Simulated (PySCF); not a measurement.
# Spin states of SO

Unrestricted PBE0; S aug-cc-pV(D+d)Z, O aug-cc-pVDZ; no relativity (PySCF 2.14). Outer shells of the fragments: S 3s2 3p4; O 2s2 2p4.

Followed along the bond (rough minima from three points):

```tsv
2Ms+1	unpaired	⟨S²⟩ at the start	R at minimum (Å)	Te (eV)
3	π ↑↑	2.01	1.50	0.00
1	π ↑↓	1.01	1.50	0.32
1	none	0.00	1.50	1.34
5	σ ↑, π ↑↑↑	6.01	none in the scan	≤ 5.92
```

Solutions found at the starting distance of 1.585 Å, counted from the lowest of them; the search is not exhaustive and high or unbound solutions are not listed, so other states can lie among these:

```csv
2Ms+1,unpaired,term,E (eV),⟨S²⟩,⟨Lz²⟩,μ (D)
3,π ↑↑,³Σ⁻,0.00,2.01,0.00,-1.67
1,π ↑↓,mixed,0.32,1.01,2.02,-1.69
1,none,mixed,1.34,0.00,2.00,-1.62
3,π ↑↑,mixed,3.88,2.01,2.01,-0.28
3,"σ ↑, π ↑",³Π,4.84,2.04,1.01,-0.88
1,"σ ↓, π ↑",mixed,5.13,1.06,1.03,-0.79
3,"σ ↑, π ↑",³Π,5.29,2.01,1.01,-0.82
1,"σ ↓, π ↑",mixed,5.70,1.01,1.01,-0.80
5,"σ ↑, π ↑↑↑",⁵Π,6.77,6.01,1.01,0.14
5,"σ ↑↑, π ↑↑",⁵Σ⁻,7.79,6.01,0.00,-0.42
```

A term symbol is given only where ⟨S²⟩ and ⟨Lz²⟩ are close to those of a pure state; real π, δ and φ orbitals otherwise mix terms. A positive dipole means S(−)O(+).

The measured ground state is X ³Σ- (Huber and Herzberg, Constants of Diatomic Molecules (1979)).

Counting both spins, an empty level lies below a filled one in some of these solutions, because spin and occupation are held.
